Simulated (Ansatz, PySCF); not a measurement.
System: NO$_{2}$ (charge 0, doublet). It need not be the lowest isomer of its formula. 
Structure (B3LYP-D3(BJ)/def2-TZVP (Ansatz, an electronic-structure program) minimum search):
SMILES: [O]N=O
```xyz
3

N      0.0007    -0.0065     0.3208
O      0.0274     1.0999    -0.1182
O     -0.0281    -1.0942    -0.1625
```
Charge 0, spin multiplicity 2.

Quantity: atomisation energy (electronic, to ground-state atoms), in kcal/mol. Valence correlation only, unless marked. Open shells are spin-unrestricted. Spin-orbit coupling is left out. No relativistic terms. The coupled-cluster limit lacks core correlation, which all-electron functionals hold. CBS(X,Y): correlation extrapolated as X^-3; Hartree-Fock from the larger set. The program attaches cautions to a run behind SCS-MP2/STO-3G: large difference.

| level | program | atomisation energy (kcal/mol) |
|---|---|---|
| BLYP-D3(BJ)/def2-TZVPD | Ansatz + dftd3 | 255.2 |
| PBE0/STO-3G | Ansatz | 175.5 |
| PBE0/def2-SVP | Ansatz | 238.0 |
| PBE0/def2-TZVP | Ansatz | 233.7 |
| BHLYP-D4/def2-TZVPD | Ansatz + dftd4 | 189.8 |
| TPSSh-D4/def2-TZVPD | PySCF + dftd4 | 229.0 |
| PW6B95-D4/def2-TZVPD | PySCF + dftd4 | 231.6 |
| wB97X-V/def2-TZVPD | Ansatz | 233.4 |
| B2PLYP-D3(BJ)/def2-TZVPD | Ansatz + dftd3 | 231.2 |
| B2PLYP-D4/def2-TZVPD | Ansatz + dftd4 | 231.2 |
| RI-MP2/aug-cc-pVTZ | Ansatz | 237.3 |
| RI-MP2/aug-cc-pVQZ | Ansatz | 244.3 |
| SCS-MP2/STO-3G | Ansatz | 49.9 |
| CCSD/aug-cc-pVTZ | Ansatz | 197.1 |
| CCSD(T)/CBS(cc-pVTZ,cc-pVQZ) | Ansatz | 225.2 |
